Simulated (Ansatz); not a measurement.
**Worked example: correlation energy of HBeGa, singlet**

Geometry: a PBE0/def2-TZVP stationary point for this spin, not checked as a minimum.

```yaml
atoms:
  - { symbol: Ga, position_ang: [0.0000, 0.0075, 0.2789] }
  - { symbol: Be, position_ang: [0.0000, -0.1913, -2.0063] }
  - { symbol: H, position_ang: [0.0000, 1.1912, -1.3548] }
```

Basis cc-pVDZ; Ansatz 0.2.0. Only valence electrons are correlated (noble-gas cores and the filled d shells of p-block atoms frozen), which leaves 6 electrons in 31 orbitals. Prefix R: restricted or restricted open-shell reference. No spin–orbit coupling is included, and no scalar relativity.

Full CI is exact within this basis and frozen core; it isn't the basis-set limit.

RHF is unstable: UHF (⟨S²⟩ = 0.78) lies 0.51 eV below the lowest RHF solution. Higher spins weren't run at this geometry and may lie near or lower.

RCCSD has a T1 diagnostic of 0.031 and a largest doubles amplitude of 0.21.

Runs differ by some tens of microhartree through their thresholds, so steps under 0.03 kcal/mol mean nothing.

```tsv
level	total energy (hartree)
RHF	-1938.334779
RMP2	-1938.428670
RCCSD	-1938.461126
RCCSD(T)	-1938.466559
RCCSDT	-1938.467820
RCCSDT(Q)	-1938.468242
full CI	-1938.468321
```

**Question.** What is the correlation energy at full CI, and what share of it do RMP2 and RCCSDT(Q) recover?

**Answer.** E(corr) = -1938.468321 − (-1938.334779) = -0.133542 hartree = -3.634 eV. RMP2: -0.093891 / -0.133542 = 70.31 %. RCCSDT(Q): -0.133463 / -0.133542 = 99.94 %.

**Question.** By how many kcal/mol does RCCSD(T) miss full CI (1 hartree = 627.509 kcal/mol), and which steps make up the rest?

**Answer.** -1938.466559 − (-1938.468321) = 0.001762 hartree = 1.11 kcal/mol. Steps: RCCSDT − RCCSD(T) = -0.79, RCCSDT(Q) − RCCSDT = -0.26, full CI − RCCSDT(Q) = -0.05 kcal/mol. With more than one leading determinant such errors change with state and geometry, and needn't cancel in differences.
